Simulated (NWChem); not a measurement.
**doublet [C2F2]+: levels of theory compared**

Wanted: a comparison of 4 runs (U-revPBE/cc-pVTZ, UBLYP/cc-pVTZ, UPBE/cc-pVTZ, UTPSS/cc-pVTZ) of doublet [C2F2]+. 

The results are computed with NWChem 7.3.0.

### Step 1. Starting point

[C2F2]+ has 4 atoms, charge +1, and is taken as a doublet. As SMILES of the parent species, `FC#CF`. Geometry: relaxed at PBE0-D4/def2-TZVP. That shape belongs to the parent species and isn't relaxed for this state.

Bond lengths: F1–C2 1.277 Å, C2–C3 1.184 Å, C3–F4 1.277 Å. Angles: F1–C2–C3 180.0°, C2–C3–F4 180.0°.

### Step 2. The energy at U-revPBE/cc-pVTZ (run 1)

c2f2.nw reads:

```
echo
start c2f2
memory stack 880 mb heap 220 mb global 1100 mb
charge 1
geometry units angstrom noautosym nocenter noautoz
   F       -0.136400       0.128000       1.852800
   C       -0.033700       0.030200       0.583200
   C        0.061400      -0.060400      -0.593400
   F        0.164100      -0.158200      -1.863000
end
basis spherical bse
   * library cc-pVTZ
end
dft
   xc revpbe cpbe96
   mult 2
   grid fine
   convergence energy 1e-08
   maxiter 100
   mulliken
   print low
end
task dft energy
```

Started as:

```
$ nwchem c2f2.nw > c2f2.out
```

Output:

```text
[...]
 d= 0,ls=0.0,diis     1   -275.2027443868 -3.71D+02  7.46D-03  5.37D-01     5.0
[...]
 d= 0,ls=0.5,diis    24   -275.3754582860 -7.65D-09  8.86D-09  7.02D-09   107.0
[...]
         Total DFT energy =     -275.375458289773
      One electron energy =     -559.702058426273
           Coulomb energy =      220.045964593296
    Exchange-Corr. energy =      -31.230368326852
 Nuclear repulsion energy =       95.511003870056
[...]
      Total Density - Mulliken Population Analysis
     ---------------------------------------------
    Atom       Charge   Shell Charges
 -----------   ------   -------------------------------------------------------
    1 F    9     8.84   1.94  0.29  1.08  0.58  1.55  2.33  1.05  0.00  0.02  0.00
    2 C    6     5.66   1.97  0.20  0.72  0.16  0.87  1.34  0.25  0.03  0.10  0.02
    3 C    6     5.66   1.97  0.20  0.72  0.16  0.87  1.34  0.25  0.03  0.10  0.02
    4 F    9     8.84   1.94  0.29  1.08  0.58  1.55  2.33  1.05  0.00  0.02  0.00
[...]
      <S2> =      0.7514 (Exact =     0.7500)
[...]
```

Wall time 1.9 min (1 thread of Intel Xeon Platinum 8259CL at 2.50GHz (Skylake/Cascade Lake), shared host); peak memory 0.12 GiB.

### Step 3. The energy at UBLYP/cc-pVTZ (run 2)

struct.nw reads:

```
start struct
memory total 2200 mb
charge 1
geometry noautosym nocenter noautoz
 F    -0.136400    0.128000    1.852800
 C    -0.033700    0.030200    0.583200
 C     0.061400   -0.060400   -0.593400
 F     0.164100   -0.158200   -1.863000
end
basis "ao basis" spherical bse
 * library cc-pVTZ
end
dft
 xc becke88 lyp
 mult 2
 grid fine
 convergence energy 1e-08
 iterations 100
 mulliken
 print medium
end
task dft energy
```

Started as:

```
$ nwchem struct.nw > struct.out
```

Output:

```text
[...]
          Wavefunction type:  spin polarized.
          No. of atoms     :     4
          No. of electrons :    29
[...]
          Charge           :     1
          Spin multiplicity:     2
[...]
          AO basis - number of functions:   120
[...]
              XC Information
              --------------
                    Becke 1988 Exchange Functional  1.000
              Lee-Yang-Parr Correlation Functional  1.000
[...]
 d= 0,ls=0.0,diis     1   -275.2552393681 -3.71D+02  7.95D-03  5.57D-01     5.2
[...]
 d= 0,ls=0.5,diis    24   -275.4314406720 -7.20D-09  8.59D-09  6.62D-09    96.5
[...]
         Total DFT energy =     -275.431440675604
      One electron energy =     -559.770128440697
           Coulomb energy =      220.119110693087
    Exchange-Corr. energy =      -31.291426798050
 Nuclear repulsion energy =       95.511003870056
[...]
      Total Density - Mulliken Population Analysis
     ---------------------------------------------
    Atom       Charge   Shell Charges
 -----------   ------   -------------------------------------------------------
    1 F    9     8.85   1.94  0.29  1.07  0.59  1.57  2.30  1.08  0.00  0.02  0.00
    2 C    6     5.65   1.96  0.21  0.70  0.16  0.89  1.29  0.27  0.03  0.10  0.02
    3 C    6     5.65   1.96  0.21  0.70  0.16  0.89  1.29  0.27  0.03  0.10  0.02
    4 F    9     8.85   1.94  0.29  1.07  0.59  1.57  2.30  1.08  0.00  0.02  0.00
[...]
      <S2> =      0.7511 (Exact =     0.7500)
[...]
```

Wall time 1.7 min (1 thread of Intel Xeon Platinum 8259CL at 2.50GHz (Skylake/Cascade Lake), shared host); peak memory 0.12 GiB.

Run 3 isn't shown in full; the table further down has it.

### Step 4. The energy at UTPSS/cc-pVTZ (run 4)

sp.nw reads:

```
start sp
title "C2F2"
memory stack 880 mb heap 220 mb global 1100 mb
charge 1

geometry noautosym nocenter noautoz
 F    -0.136400    0.128000    1.852800
 C    -0.033700    0.030200    0.583200
 C     0.061400   -0.060400   -0.593400
 F     0.164100   -0.158200   -1.863000
end

basis "ao basis" spherical bse
 * library cc-pVTZ
end

dft
 xc xtpss03 ctpss03
 mult 2
 grid fine
 convergence energy 1e-08
 maxiter 100
 mulliken
end

task dft energy
```

Started as:

```
$ nwchem sp.nw > sp.out
```

Output:

```text
[...]
          Wavefunction type:  spin polarized.
          No. of atoms     :     4
          No. of electrons :    29
[...]
          Charge           :     1
          Spin multiplicity:     2
[...]
          AO basis - number of functions:   120
[...]
              XC Information
              --------------
                  TPSS metaGGA Exchange Functional  1.000
             TPSS03 metaGGA Correlation Functional  1.000
[...]
 d= 0,ls=0.0,diis     1   -275.3192505301 -3.71D+02  6.92D-03  4.78D-01     6.3
[...]
 d= 0,ls=0.5,diis    24   -275.4822054346 -7.01D-09  8.88D-09  6.16D-09   144.2
[...]
         Total DFT energy =     -275.482205437985
      One electron energy =     -559.775591270883
           Coulomb energy =      220.142290181426
    Exchange-Corr. energy =      -31.359908218585
 Nuclear repulsion energy =       95.511003870056
[...]
      Total Density - Mulliken Population Analysis
     ---------------------------------------------
    Atom       Charge   Shell Charges
 -----------   ------   -------------------------------------------------------
    1 F    9     8.85   1.94  0.29  1.08  0.58  1.55  2.33  1.05  0.00  0.02  0.00
    2 C    6     5.65   1.96  0.19  0.73  0.15  0.86  1.34  0.24  0.04  0.11  0.02
    3 C    6     5.65   1.96  0.19  0.73  0.15  0.86  1.34  0.24  0.04  0.11  0.02
    4 F    9     8.85   1.94  0.29  1.08  0.58  1.55  2.33  1.05  0.00  0.02  0.00
[...]
      <S2> =      0.7517 (Exact =     0.7500)
[...]
```

Wall time 2.5 min (1 thread of Intel Xeon Platinum 8259CL at 2.50GHz (Skylake/Cascade Lake), shared host); peak memory 0.12 GiB.

### Step 5. All runs side by side

| run | level | energy (Eh) | ⟨S²⟩ | wall time |
| --- | --- | --- | --- | --- |
| 1 | U-revPBE/cc-pVTZ | -275.375458 | 0.751 | 1.9 min |
| 2 | UBLYP/cc-pVTZ | -275.431441 | 0.751 | 1.7 min |
| 3 | UPBE/cc-pVTZ | -275.178585 | 0.751 | 1.7 min |
| 4 | UTPSS/cc-pVTZ | -275.482205 | 0.752 | 2.5 min |

### Step 6. Outcome

| quantity | value |
| --- | --- |
| run 4: total energy | -275.48221 Eh |
| run 4: HOMO energy (highest over α and β) | -15.52 eV |
| run 4: LUMO energy (lowest over α and β) | -14.89 eV |
| run 4: ⟨S²⟩ | 0.752 |

In words: Totals of different functionals can't be ranked against each other. All runs together took 7.8 min, the longest 2.5 min.
